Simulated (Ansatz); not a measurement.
A run of Ansatz (development build ahead of 0.2.0) on singlet C₄H₈ at this shape:

```xyz
12

C     0.0000   -0.6611   -0.6697
C     0.0000   -0.6611    0.6697
C     0.0000    0.5196   -1.5851
C     0.0000    0.5196    1.5851
H     0.0000   -1.6390   -1.1670
H     0.0000   -1.6390    1.1670
H     0.0000    1.4788   -1.0491
H     0.8826    0.5045   -2.2469
H    -0.8826    0.5045   -2.2469
H     0.0000    1.4788    1.0491
H    -0.8826    0.5045    2.2469
H     0.8826    0.5045    2.2469
```

Its results:

```
Converged                       : yes
Reference energy                : -156.16526 hartree
Correlation energy              : -0.66223 hartree
Total energy                    : -156.82749 hartree
Spin squared of the determinant : 0.000
```

Which input gives this output? Name the method, the orbitals and the basis set, and write the input.

RHF-MP2 in def2-TZVP. An unrestricted run that stays on the closed shell gives the same numbers.

```yaml
crystal:
  periodic: [false, false, false]
  atoms:
    - { symbol: C, position_ang: [0.0, -0.66113, -0.66974] }
    - { symbol: C, position_ang: [0.0, -0.66113, 0.66974] }
    - { symbol: C, position_ang: [0.0, 0.51964, -1.58513] }
    - { symbol: C, position_ang: [0.0, 0.51964, 1.58513] }
    - { symbol: H, position_ang: [0.0, -1.63899, -1.16699] }
    - { symbol: H, position_ang: [0.0, -1.63899, 1.16699] }
    - { symbol: H, position_ang: [0.0, 1.47884, -1.04909] }
    - { symbol: H, position_ang: [0.88259, 0.50454, -2.24687] }
    - { symbol: H, position_ang: [-0.88259, 0.50454, -2.24687] }
    - { symbol: H, position_ang: [0.0, 1.47884, 1.04909] }
    - { symbol: H, position_ang: [-0.88259, 0.50454, 2.24687] }
    - { symbol: H, position_ang: [0.88259, 0.50454, 2.24687] }
basis:
  gaussian: { orbitals: def2-TZVP }
hamiltonian:
  xc: hf
correlation:
  method: mp2
  frozen_orbitals: { C: 1, H: 0 }
```
